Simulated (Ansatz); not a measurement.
**One shape, several levels: [BH4]− (SMILES [H][B-]([H])([H])[H])**

We compute a comparison of 6 runs (PBE0/3-21G, UMP2/3-21G, CCSDT/3-21G, CCSD/3-21G, FCI/3-21G, FCI/6-31G) of [BH4]−. 

Program for the calculation: Ansatz 0.2.0.

## Step 1: Starting point

[BH4]− has 5 atoms, charge -1, and is taken as a singlet. SMILES: `[H][B-]([H])([H])[H]`. The H3–B1 distance was set to 2.458 Å, away from the relaxed value. At this shape a bond of the SMILES string is far longer than usual.

Bond lengths: B1–H2 1.229 Å, B1–H4 1.229 Å, B1–H5 1.229 Å. Angles: H2–B1–H4 109.5°, H2–B1–H5 109.5°, H4–B1–H5 109.5°.

## Step 2: The energy at PBE0/3-21G (run 1)

input.yaml

```yaml
crystal:
  periodic: [false, false, false]
  atoms:
    - {symbol: B, position_ang: [-1.154681, -0.012220, 0.420721]}
    - {symbol: H, position_ang: [-1.142801, -0.032610, 1.649891]}
    - {symbol: H, position_ang: [1.154650, 0.011840, -0.420810]}
    - {symbol: H, position_ang: [-1.742281, 0.995780, 0.033211]}
    - {symbol: H, position_ang: [-1.733611, -1.010910, 0.000081]}
basis:
  gaussian:
    orbitals: 3-21G.json
total_charge: -1
hamiltonian:
  xc: {name: PBE0}
accuracy: high
```

The basis set 3-21G is read from a file made from the Basis Set Exchange's data (not shown).

Started as:

```
$ ansatz run input.yaml --threads 1 --pin off --max-ram 2610MiB --events-out events.jsonl --progress --plain --runs-dir runs
```

The log of the run:

```text
Warning: RAYON_NUM_THREADS=1 ignored (pool sized by the plan → 1); use --threads N
Functional definition: PBE0
  name "PBE0"
  parameter a = 0.25
  parameter kappa = 0.804
  parameter beta = 0.06672455060314922
  exchange = (1 - a)*pbe_x(kappa = kappa, mu = beta*pi^2/3) + a*exact_x
  correlation = pbe_c(beta = beta)
337 factors; integrals over basis functions are off by at most 4.3e-9 eV
mean field evaluation 1: about -732.0773 eV, gradient 1.1e1 eV
mean field evaluation 2: about -729.9004 eV, gradient 2.4e1 eV
mean field evaluation 4: about -732.9863 eV, gradient 3.1e-1 eV
mean field evaluation 8: about -732.9597 eV, gradient 4.0e-3 eV
mean field evaluation 16: about -732.9597 eV, gradient 3.7e-8 eV
mean field -732.95966869 eV, -26.9357710063 hartree, gradient 3.7e-8 eV, S^2 0.000000; 0 other end points of the search recorded, 0 dependent functions left out
reference -732.95967016 eV, -26.9357710604 hartree; 5, 5 occupied and 12, 12 virtual orbitals, 337 factors
Total energy: -732.95967016 eV, -26.9357710604 hartree
```

Wall time 0.54 s (1 thread of Arm Neoverse V2, shared host).

## Step 3: A single-point energy at UMP2/3-21G (run 2)

input.yaml: that of step 2 with these lines changed.

```diff
@@ -11,5 +11,9 @@
     orbitals: 3-21G.json
+magnetization:
+  spin_polarized: true
+  initial_magnetization: 0
 total_charge: -1
-hamiltonian:
-  xc: {name: PBE0}
 accuracy: high
+correlation:
+  method: mp2
+  frozen_orbitals: {B: 1, H: 0}
```

The basis set 3-21G is read from a file made from the Basis Set Exchange's data (not shown).

Started as:

```
$ ansatz run input.yaml --threads 1 --pin off --max-ram 2610MiB --events-out events.jsonl --progress --plain --runs-dir runs
```

The log of the run:

```text
Warning: RAYON_NUM_THREADS=1 ignored (pool sized by the plan → 1); use --threads N
Functional definition: HF
  name "HF"
  exchange = exact_x
  correlation = 0
337 factors; integrals over basis functions are off by at most 4.3e-9 eV
mean field evaluation 1: about -725.4081 eV, gradient 1.1e1 eV
mean field evaluation 2: about -725.3988 eV, gradient 1.1e1 eV
mean field evaluation 4: about -726.6673 eV, gradient 7.8e-1 eV
mean field evaluation 8: about -726.6732 eV, gradient 2.2e-4 eV
mean field evaluation 16: about -726.8026 eV, gradient 3.0e-1 eV
mean field -726.80669920 eV, -26.7096535482 hartree, gradient 2.0e-8 eV, S^2 0.415052; 3 other end points of the search recorded, 0 dependent functions left out
1 core orbitals not correlated: weight in the atoms' cores, before any rotation towards them, 1.000 or more for the frozen orbitals, at most 0.000 for the correlated occupied ones
reference -726.80669920 eV, -26.7096535482 hartree; 4, 4 occupied and 12, 12 virtual orbitals, 337 factors
second order -1.86988809 eV of doubles, -0.00000000 eV of singles
Total energy: -728.67658729 eV, -26.7783706680 hartree
```

It took 0.1 s on 1 thread of Arm Neoverse V2, shared host.

Runs 3 to 5 aren't shown in full; the table further down has their settings and results.

## Step 4: A single-point energy at FCI/6-31G (run 6)

molecule.yaml

```yaml
crystal:
  periodic: [false, false, false]
  atoms:
    - {symbol: B, position_ang: [-1.154681, -0.012220, 0.420721]}
    - {symbol: H, position_ang: [-1.142801, -0.032610, 1.649891]}
    - {symbol: H, position_ang: [1.154650, 0.011840, -0.420810]}
    - {symbol: H, position_ang: [-1.742281, 0.995780, 0.033211]}
    - {symbol: H, position_ang: [-1.733611, -1.010910, 0.000081]}
basis:
  gaussian:
    orbitals: 6-31G
accuracy: high
total_charge: -1
correlation:
  method: fci
  frozen_orbitals: {B: 1, H: 0}
```

Started as:

```
$ ansatz run molecule.yaml --threads 1 --pin off --max-ram 2610MiB --events-out events.jsonl --progress --plain --runs-dir runs
```

The log of the run:

```text
Warning: RAYON_NUM_THREADS=1 ignored (pool sized by the plan → 1); use --threads N
[... 4 set-up lines as earlier in the session ...]
411 factors; integrals over basis functions are off by at most 2.4e-9 eV
mean field evaluation 1: about -729.2689 eV, gradient 1.6e1 eV
mean field evaluation 2: about -729.2649 eV, gradient 1.6e1 eV
mean field evaluation 4: about -730.6266 eV, gradient 1.2e0 eV
mean field evaluation 8: about -730.6340 eV, gradient 4.5e-6 eV
mean field -730.63400785 eV, -26.8503045468 hartree, gradient 9.1e-9 eV, S^2 0.000000; 0 other end points of the search recorded, 0 dependent functions left out; unrestricted orbitals would lower it
mean field evaluation 16: about -730.6825 eV, gradient 1.4e-1 eV
1 core orbitals not correlated: weight in the atoms' cores, before any rotation towards them, 1.000 or more for the frozen orbitals, at most 0.000 for the correlated occupied ones
reference -730.63400785 eV, -26.8503045468 hartree; 4, 4 occupied and 12, 12 virtual orbitals, 411 factors
state -733.62777535 eV, -26.9603234735 hartree
Total energy: -733.62777535 eV, -26.9603234735 hartree
```

Wall time 11 s (1 thread of Arm Neoverse V2, shared host); peak memory 0.32 GiB.

## Step 5: Overview of the runs

| run | level | frozen core orbitals | energy (Eh) | wall time |
| --- | --- | --- | --- | --- |
| 1 | PBE0/3-21G | – | -26.935771 | 0.54 s |
| 2 | UMP2/3-21G | 1 | -26.778371 | 0.1 s |
| 3 | CCSDT/3-21G | 1 | -26.817157 | 0.26 s |
| 4 | CCSD/3-21G | 1 | -26.813387 | 0.12 s |
| 5 | FCI/3-21G | 1 | -26.816975 | 11 s |
| 6 | FCI/6-31G | 1 | -26.960323 | 11 s |

## Step 6: Summary of results

```
                                         quantity         value
                              run 6: total energy  -26.96032 Eh
run 6: correlation energy (1 core orbital frozen)    -110.0 mEh
```

**Reading.** Against full CI in this basis: UMP2 +38.6 mEh; CCSDT -0.2 mEh; CCSD +3.6 mEh. In run 4 the T1 diagnostic is large, so a single reference may not serve. In runs 3, 4 the log says that unrestricted orbitals would lower the reference, so the values rest on an unstable closed-shell determinant (other closed-shell runs at this shape may share the fault). Spin contamination of the reference: run 2 ⟨S²⟩ = 0.42. All runs together took 24 s, the longest 11 s.
